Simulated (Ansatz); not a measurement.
# SiPH (singlet): wave-function methods side by side at distance Si1–H3 = 1.363 Å, 6-31G

How much of the correlation energy of SiPH (singlet) does each wave-function method recover here?

Computed with Ansatz 0.2.0, Gaussian basis. Level: 6-31G, core rule «outside noble gas», up to 10 orbitals frozen.

Plan: UHF; CCSD(T) on RHF; CCSD(T) on UHF; BCCD(T) on RHF; CISD; CCSDT(Q) on RHF; CCSDT(Q) on UHF; CISDTQ; CCSDTQ on RHF; CASSCF and MRCISD+Q, 2 electrons in 2 orbitals; CASSCF and NEVPT2, 2 electrons in 2 orbitals; CASSCF and MRCISD+Q, 10 electrons in 9 orbitals; CASSCF and NEVPT2, 10 electrons in 9 orbitals; Full CI.

9 further runs of the same task are left out: 7 that didn't finish, 2 set aside as unsound or not needed.

## (1) The geometry

The geometry derives from a PBE0/def2-TZVP stationary point (not a proven minimum). One bond is set to the value named and the two fragments are kept rigid.

3 atoms, charge 0, spin multiplicity 1.

Atoms are counted from 1 here; the program's logs count them from 0.

Bond lengths: Si1–P2 1.944 Å, Si1–H3 1.363 Å. Angles: P2–Si1–H3 180.0°.

Coordinates:

| atom | x (Å) | y (Å) | z (Å) |
| --- | --- | --- | --- |
| Si1 | 0.00000 | 0.00000 | 0.19380 |
| P2 | 0.00000 | 0.00000 | -1.75060 |
| H3 | 0.00000 | 0.00000 | 1.55680 |

## (2) UHF

in.yaml reads:

```yaml
crystal:
  periodic: [false, false, false]
  atoms:
    - {symbol: Si, position_ang: [0.000000, 0.000000, 0.193800]}
    - {symbol: P, position_ang: [0.000000, 0.000000, -1.750600]}
    - {symbol: H, position_ang: [0.000000, 0.000000, 1.556800]}
basis:
  gaussian: {orbitals: 6-31G}
magnetization: {spin_polarized: true, initial_magnetization: 0}
hamiltonian: {xc: hf}
output: {orbitals: {seedname: orbitals}}
```

Command:

```bash
> ansatz run in.yaml --threads 1 --pin off --events-out ev --progress --plain --max-ram 2393MiB
```

The runs that follow: CCSD(T) on RHF; CCSD(T) on UHF; BCCD(T) on RHF; CISD; CCSDT(Q) on RHF; CCSDT(Q) on UHF; CISDTQ; CCSDTQ on RHF; CASSCF and MRCISD+Q, 2 electrons in 2 orbitals; CASSCF and NEVPT2, 2 electrons in 2 orbitals; CASSCF and MRCISD+Q, 10 electrons in 9 orbitals; CASSCF and NEVPT2, 10 electrons in 9 orbitals; Full CI.

Q: Predict the results of all the runs planned. Wanted: FCI below the RHF energy; RMP2 from FCI; RCCSD from FCI; RCCSD(T) from FCI; RCCSDT(Q) from FCI; NEVPT2 pair from FCI; MRCISD+Q pair from FCI; NEVPT2 valence from FCI; T1 diagnostic.

The runs gave:

| quantity | value |
| --- | --- |
| FCI below the RHF energy | -4.0027 eV |
| RMP2 from FCI | +481.4 meV |
| RCCSD from FCI | +177.4 meV |
| RCCSD(T) from FCI | +52.4 meV |
| RCCSDT(Q) from FCI | +0.5 meV |
| NEVPT2 pair from FCI | +542.7 meV |
| MRCISD+Q pair from FCI | +75.6 meV |
| NEVPT2 valence from FCI | +265.3 meV |
| levels within 1 kcal/mol (43 meV) | RCCSDT, CISDTQ, RCCSDT(Q), RCCSDTQ, MRCISD valence, MRCISD+Q valence |
| T1 diagnostic | 0.019 |
| effectively unpaired electrons | 0.21 |

RCCSD(T) lands +52.4 meV from the yardstick (1.3 % of the correlation energy). The occupations show some static correlation. Of the multireference levels listed MRCISD+Q valence comes nearest in total energy (+6.0 meV), which doesn't show that its space is the better one. These misses are within one basis, not against nature.
